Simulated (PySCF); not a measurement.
# NaLi: from the state search to spectroscopic constants

An exercise on one series of results from a longer session: the logs are not shown, and one member is left open.

Program: PySCF 2.14.0. Level of theory: Na 6-31G(d,p), Li 6-31G(d,p), no relativity. These are calculated values, not measurements.

The first run:

A driver script around PySCF takes these settings:

* atoms: Na, Li
* charge: 0
* basis: Na 6-31G(d,p), Li 6-31G(d,p)
* Hamiltonian: no relativity
* basis functions: 32
* electrons treated: 14
* masses in u: 22.9898, 7.0160
* levels: PBE0, PBE, r²SCAN, PW91, B2PLYP, M06-2X, HF, MP2, SCS-MP2, CCSD, CCSD(T)
* grid: 80 radial by 434 angular points
* occupations: held fixed by the projection of orbital angular momentum
* dissociation limit: Na + Li, each in its ground configuration
* starting distance in angstrom: 2.860
* values of 2S to try: 0, 2

Launch:

```
OMP_NUM_THREADS=1 python dia.py task.json out
```

Among the steps run: Set-up; First curve: PBE0; Other states along the same grid; PBE (GGA); r²SCAN; PW91; B2PLYP; M06-2X (hybrid meta-GGA); RHF (mean field); MP2 and coupled cluster.

One table of the session follows, with a row left open; its other results are not shown here.

| level | Re (Å) | ωe (cm⁻¹) | De (eV) |
| --- | --- | --- | --- |
| RHF | 2.998 | 251.5 | 0.041 |
| RHF-MP2 | 2.967 | 254.8 | 0.54 |
| RHF-SCS-MP2 | 2.964 | 254.9 | 0.63 |
| RHF-CCSD | ? | ? | ? |
| RHF-CCSD(T) | 2.944 | 251.6 | 0.80 |
| PBE | 2.916 | 247.0 | 0.81 |
| PW91 | 2.915 | 247.3 | 0.85 |
| r²SCAN | 2.960 | 247.1 | 0.68 |
| PBE0 | 2.922 | 253.3 | 0.75 |
| M06-2X | 2.841 | 247.2 | 0.93 |
| B2PLYP | 2.909 | 253.8 | 0.77 |

**Question.** Estimate the row for RHF-CCSD.

**Answer.** Re (Å): 2.944; ωe (cm⁻¹): 251.8; De (eV): 0.80.

De is counted to Na + Li in their ground configurations.
